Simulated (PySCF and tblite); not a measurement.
Results of a calculation; reference values are marked as such.
C₄H₈O, numbered as in [OH:1][CH2:2][CH:3]1[CH2:4][CH2:5]1.

Level: B3LYP-D3(BJ)/def2-TZVP (IEF-PCM, chloroform)//PBE0-D3(BJ)/def2-SVP, thermal terms from GFN2-xTB, symmetry numbers and mirror pairs counted. Conformers within 3 kcal/mol (GFN2-xTB free energy) were kept, 8 at most. Couplings: B3LYP/pcJ-1 (gas phase; spin-dipole term only for pairs with B, N, F, Si or P). Couplings are for ¹³C, ¹H, ¹⁷O; a prime marks the second kind of pair between the same two sets of atoms. Of two unlike H on one atom, a is the less shielded (PBE0/pcSseg-1 (IEF-PCM, chloroform)). Run with PySCF (density fitting) and tblite.

Torsions listed: H1–O1–C2–C3, O1–C2–C3–C4. Of a mirror pair one member is shown.

```tsv
conformer	shape	weight %
1	-51°, 152°	57.5
2	-58°, -75°	19.6
3	-174°, -81°	16.8
4	72°, 36°	4.8
5	-176°, 36°	1.3
```

Q: Give the couplings in each conformer and the averages at 298.15 K (pairs that fast motion interchanges averaged).

A: 
```json
{"coupling": "¹J(O1,C2)", "pairs": "1", "1": "20.8", "2": "20.6", "3": "19.6", "4": "20.7", "average (Hz)": "20.6"}
{"coupling": "²J(O1,C3)", "pairs": "1", "1": "0.0", "2": "0.0", "3": "-11.7", "4": "-1.0", "average (Hz)": "-2.0"}
{"coupling": "³J(O1,C4)", "pairs": "2", "1": "-0.2", "2": "-0.7", "3": "-2.5", "4": "-0.5", "average (Hz)": "-0.7"}
{"coupling": "¹J(O1,H1)", "pairs": "1", "1": "-70.5", "2": "-70.9", "3": "-70.9", "4": "-70.7", "average (Hz)": "-70.7"}
{"coupling": "²J(O1,H2)", "pairs": "2", "1": "-9.9", "2": "-9.2", "3": "-3.1", "4": "-8.6", "average (Hz)": "-8.5"}
{"coupling": "³J(O1,H3)", "pairs": "1", "1": "-0.2", "2": "-0.8", "3": "-0.7", "4": "-3.2", "average (Hz)": "-0.6"}
{"coupling": "¹J(C2,C3)", "pairs": "1", "1": "47.2", "2": "47.9", "3": "53.1", "4": "46.1", "average (Hz)": "48.3"}
{"coupling": "²J(H1,C2)", "pairs": "1", "1": "-3.3", "2": "-3.0", "3": "-2.4", "4": "-3.2", "average (Hz)": "-3.1"}
{"coupling": "¹J(C2,H2)", "pairs": "2", "1": "145.0", "2": "144.6", "3": "141.2", "4": "145.5", "average (Hz)": "144.3"}
{"coupling": "²J(C2,H3)", "pairs": "1", "1": "-0.3", "2": "0.6", "3": "-0.7", "4": "6.1", "average (Hz)": "0.1"}
{"coupling": "³J(C2,H4a)", "pairs": "2", "1": "3.1", "2": "3.3", "3": "3.4", "4": "2.6", "average (Hz)": "3.2"}
{"coupling": "³J(C2,H4b)", "pairs": "2", "1": "6.3", "2": "6.4", "3": "6.6", "4": "5.3", "average (Hz)": "6.3"}
{"coupling": "¹J(C3,C4)", "pairs": "2", "1": "14.8", "2": "14.8", "3": "15.5", "4": "16.5", "average (Hz)": "15.0"}
{"coupling": "³J(H1,C3)", "pairs": "1", "1": "1.9", "2": "1.3", "3": "12.0", "4": "-0.1", "average (Hz)": "3.4"}
{"coupling": "²J(H2,C3)", "pairs": "2", "1": "-2.0", "2": "-1.7", "3": "-3.8", "4": "-0.8", "average (Hz)": "-2.2"}
{"coupling": "¹J(C3,H3)", "pairs": "1", "1": "166.6", "2": "161.0", "3": "166.6", "4": "162.1", "average (Hz)": "165.3"}
{"coupling": "²J(C3,H4a)", "pairs": "2", "1": "-1.6", "2": "-1.9", "3": "-1.7", "4": "-1.2", "average (Hz)": "-1.6"}
{"coupling": "²J(C3,H4b)", "pairs": "2", "1": "-1.6", "2": "-1.9", "3": "-2.1", "4": "-2.1", "average (Hz)": "-1.8"}
{"coupling": "¹J(C4,C5)", "pairs": "1", "1": "15.4", "2": "15.6", "3": "15.5", "4": "14.6", "average (Hz)": "15.4"}
{"coupling": "³J(H2,C4)", "pairs": "2", "1": "1.8", "2": "1.3", "3": "1.8", "4": "6.5", "average (Hz)": "1.9"}
{"coupling": "³J(H2,C4′)", "pairs": "2", "1": "5.4", "2": "5.5", "3": "5.5", "4": "1.9", "average (Hz)": "5.2"}
{"coupling": "²J(H3,C4)", "pairs": "2", "1": "-0.8", "2": "-1.0", "3": "-0.9", "4": "-1.7", "average (Hz)": "-0.9"}
{"coupling": "¹J(C4,H4a)", "pairs": "2", "1": "170.7", "2": "169.6", "3": "170.0", "4": "169.4", "average (Hz)": "170.3"}
{"coupling": "¹J(C4,H4b)", "pairs": "2", "1": "166.1", "2": "168.3", "3": "167.2", "4": "166.8", "average (Hz)": "166.8"}
{"coupling": "²J(C4,H5a)", "pairs": "2", "1": "-2.0", "2": "-2.0", "3": "-2.0", "4": "-2.4", "average (Hz)": "-2.0"}
{"coupling": "²J(C4,H5b)", "pairs": "2", "1": "-2.1", "2": "-1.9", "3": "-1.9", "4": "-2.1", "average (Hz)": "-2.0"}
{"coupling": "³J(H1,H2)", "pairs": "2", "1": "8.8", "2": "9.2", "3": "1.3", "4": "10.3", "average (Hz)": "7.7"}
{"coupling": "²J(H2,H2)", "pairs": "1", "1": "-13.3", "2": "-14.0", "3": "-9.6", "4": "-13.5", "average (Hz)": "-12.8"}
{"coupling": "³J(H2,H3)", "pairs": "2", "1": "7.9", "2": "8.4", "3": "8.0", "4": "1.7", "average (Hz)": "7.7"}
{"coupling": "³J(H3,H4a)", "pairs": "2", "1": "9.2", "2": "9.2", "3": "9.3", "4": "9.5", "average (Hz)": "9.2"}
{"coupling": "³J(H3,H4b)", "pairs": "2", "1": "5.6", "2": "5.3", "3": "5.5", "4": "6.2", "average (Hz)": "5.6"}
{"coupling": "²J(H4a,H4b)", "pairs": "2", "1": "-5.2", "2": "-5.5", "3": "-5.5", "4": "-4.9", "average (Hz)": "-5.3"}
{"coupling": "³J(H4a,H5a)", "pairs": "1", "1": "9.9", "2": "9.9", "3": "9.9", "4": "10.2", "average (Hz)": "9.9"}
{"coupling": "³J(H4a,H5b)", "pairs": "2", "1": "6.1", "2": "6.5", "3": "6.4", "4": "6.2", "average (Hz)": "6.2"}
{"coupling": "³J(H4b,H5b)", "pairs": "1", "1": "10.7", "2": "10.5", "3": "10.5", "4": "10.9", "average (Hz)": "10.7"}
```

Only couplings over up to 3 bonds are listed; longer-range ones, if any, are left out.
